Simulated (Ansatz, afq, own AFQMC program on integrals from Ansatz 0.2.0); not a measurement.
Integrals from Ansatz 0.2.0, then the random walk in our own AFQMC program (afq).

```yaml
crystal:
  periodic: [false, false, false]
  atoms:
    - {symbol: Al, position_ang: [0.000000, 0.166286, 2.592835]}
    - {symbol: Al, position_ang: [0.000000, -0.468616, 0.009808]}
    - {symbol: Cl, position_ang: [0.000000, 0.197465, -2.010827]}
    - {symbol: H, position_ang: [0.000000, 1.147488, 1.058134]}
basis:
  gaussian: {orbitals: cc-pVDZ}
magnetization: {spin_polarized: true, initial_magnetization: 0}
correlation: {method: ccsd_t, electrons: outside_noble_gas, hamiltonian_folder: ham}
```

```sh
$ ansatz run in.yaml --threads 1 --pin off --events-out ev --progress --plain --max-ram 1843MiB
```

afq runs on the folder ham with

```
--method phaseless --trial cisd --walkers 60 --populations 1 --least-time 40 --time-step 0.005 --steps-per-block 50 --equilibration-blocks 28 --max-blocks 300 --target-error 0.00045 --factor-cut 1e-05 --start spin_pure --seed 5088 --release-times 0.24,0.51,0.99,1.62,2.4 --release-step 0.03 --release-every 4 --taylor-order 6
```

Times are imaginary, in 1/Eh. The walk had a cap of 997 s.

afq prints:

```
orbitals 44  electrons 7 7  factors 333 of 600
reference energy -943.93985830 Eh
CCSD correlation -0.28436050 Eh in 12 cycles, weight of the determinant in the CISD state 0.8203
energy of the start -944.224219 Eh
 block  time / (1/Eh)  mean weight  energy / Eh
     1     0.250  1.0020  -944.217376
     2     0.500  1.0003  -944.217781
     3     0.750  1.0011  -944.219621
     4     1.000  1.0014  -944.223023
     5     1.250  1.0010  -944.225457
     9     2.250  1.0006  -944.231341
    33     8.250  0.9999  -944.232296
    65    16.250  1.0009  -944.233461
    97    24.250  0.9998  -944.236883
   129    32.250  0.9990  -944.238738
   161    40.250  1.0000  -944.237868
   193    48.250  1.0011  -944.227882
   209    52.250  1.0033  -944.227198
   225    56.250  0.9997  -944.241054
   257    64.250  0.9996  -944.234502
   289    72.250  0.9993  -944.235578
   305    76.250  1.0020  -944.257443
   321    80.250  0.9991  -944.237626
blocks merged  error / Eh  count
     1  0.000336  300
     2  0.000422  150
     4  0.000523  75
     8  0.000616  37
    16  0.000623  18
    32  0.000785  9
released: time / (1/Eh)  energy / Eh  error  mean overlap
  0.24  -944.234037  0.000786  0.9989
  0.51  -944.233993  0.000712  1.0038
  0.99  -944.234040  0.000627  1.0094
  1.62  -944.233594  0.000580  1.0054
  2.40  -944.235015  0.000936  0.9658
energy -944.234338 +/- 0.000623 Eh
(rows thinned)
```

The run passed its tests (sampling time, drift between the halves within three errors, error under three times the target), which doesn't prove that it has relaxed. The second half of the sampling lies above the first by 2.8 errors of their difference, so the energy may still be moving and its error bar be too small.

Against this walk (error 16.9 meV) on the same determinant: CCSD(T) 50.6 meV higher, CCSDT(Q) 5.6 meV lower (within the noise). The error is statistical and leaves out the bias of the constraint. Released to 2.40 1/Eh the energy moves by -18 ± 31 meV (both errors), within twice the noise.

Cautions: constraint bias not in the error; error above the target (16.9 against 12.2 meV); an unrestricted solution with more broken spin lies lower (18 meV, ⟨S²⟩ 0.25), while this determinant keeps restricted orbitals.

The walk took 14 min on 1 thread of Arm Neoverse V1, with other jobs on the host. The log's last line is the phaseless energy.

CCSDT and higher add their correlation energy to the determinant of the CCSD(T) run, since their own runs factorise the integrals more tightly (a shift of under 2 meV). A walk keeps the symmetry of its determinant, which the program's search chose and which needn't be the lowest solution, so a lower state of the same spin and another symmetry isn't excluded.
